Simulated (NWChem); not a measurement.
# chloromethane (CH$_{3}$Cl); SMILES ClC

Program: NWChem. Pople sets run with spherical d functions. Each level has its own optimisation; frequencies are unscaled.

For level B3LYP/6-31G*:

- lowest (cm⁻¹) = 720
- dipole (D) = 2.08

How do the values read with level PBE0/def2-SVP instead?


| Quantity | Value |
|---|---|
| lowest (cm⁻¹) | 765 |
| dipole (D) | 1.87 |
